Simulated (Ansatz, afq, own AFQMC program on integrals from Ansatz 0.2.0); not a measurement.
AFQMC on a folder of integrals that Ansatz 0.2.0 wrote.

```yaml
crystal:
  periodic: [false, false, false]
  atoms:
    - {symbol: Al, position_ang: [0.000000, 0.000000, 0.000000]}
    - {symbol: Al, position_ang: [0.000000, 0.000000, 3.098000]}
basis:
  gaussian: {orbitals: cc-pVDZ}
magnetization: {spin_polarized: true, initial_magnetization: 2}
correlation: {method: ccsd_t, electrons: outside_noble_gas, hamiltonian_folder: ham}
```

```sh
$ ansatz run in.yaml --threads 1 --pin off --events-out ev --progress --plain --max-ram 15360MiB --backend cuda --devices 0, --max-vram 18GiB
```

afq runs on the folder ham with

```
--method free --trial cisd --walkers 2 --time-step 0.02 --max-blocks 30 --target-error 0.00058 --factor-cut 1e-05 --seed 4618 --times 0.0,0.5,1.0,2.0,3.0,4.0 --taylor-order 10
```

Times are imaginary, in 1/Eh. The walk had a cap of 60 s.

```
orbitals 26  electrons 4 2  factors 170 of 364
reference energy -483.76921859 Eh
CCSD correlation -0.10776979 Eh in 11 cycles, weight of the determinant in the CISD state 0.8567
repeat  energy at the last time / Eh  error
    10  -483.877214  0.001043
    20  -483.878117  0.000987
    30  -483.880566  0.001544
time / (1/Eh)  energy / Eh  error  mean overlap
  0.00  -483.877017  0.000416  1.1677
  0.50  -483.880070  0.000789  1.1271
  1.00  -483.881570  0.001146  1.1281
  2.00  -483.883445  0.001504  1.1022
  3.00  -483.882572  0.001474  1.1453
  4.00  -483.880566  0.001544  1.2504
energy -483.880566 +/- 0.001544 Eh
```

The run passed its tests (error under three times the target), which doesn't prove that it has relaxed.

Against this walk (error 42.0 meV) on the same determinant: CCSD(T) 25.6 meV lower (within the noise), CCSDT(Q) 82.7 meV lower (within the noise), CCSDTQ 84.2 meV lower, full CI 84.5 meV lower. The error is statistical, and a free projection of finite length keeps a remainder of its start.

A setting was made bad on purpose (too few walkers), so the walk's energy isn't to be trusted.

Cautions: remainder of the start not in the error; error above the target (42.0 against 15.8 meV); lower spins were not checked; so few walkers bias the energy.

CCSDT and higher add their correlation energy to the determinant of the CCSD(T) run, since their own runs factorise the integrals more tightly (a shift of under 2 meV). A walk keeps the symmetry of its determinant, which the program's search chose and which needn't be the lowest solution, so a lower state of the same spin and another symmetry isn't excluded.
